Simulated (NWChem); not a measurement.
Atomisation of HO

```xyz
2

O      0.0000     0.0000     0.1090
H      0.0000     0.0000    -0.8719
```
Charge 0, spin multiplicity 2.

The numbers come from NWChem runs, not from measurements. The geometry was optimised at UB3LYP/def2-SVP, a minimum by its harmonic frequencies.

Basis set: def2-TZVP. The atomisation energy is electronic alone: no zero-point, thermal, spin-orbit or counterpoise terms. No value is extrapolated to the basis-set limit. Free atoms are single determinants with multiplicities O 3, H 2. Correlated methods freeze the same cores in atoms and molecule, 1 orbitals in all.

```csv
method,atomisation energy (kcal/mol)
LDA (SVWN5),122.4
HF,66.7
BLYP,108.0
CAM-B3LYP,106.7
B3LYP,106.5
PBE0,104.1
MP2,100.7
M06-2X,105.2
CCSD(T),100.5
PBE,108.2
```

The values span 55.7 kcal/mol, from HF (lowest) to LDA (SVWN5) (highest). 

The correlated methods keep 1 core orbital frozen. B3LYP has NWChem's definition, with VWN1-RPA local correlation. The structure started from a generated list of species. The unpaired electrons of the parent sit in orbitals of symmetry b2 (C2v labels of the run); other states weren't searched. No SCF solution was tested for a lower state. Open-shell Hartree-Fock references start from PBE0 orbitals. Coupled-cluster values serve here as a point of comparison, not as the truth.
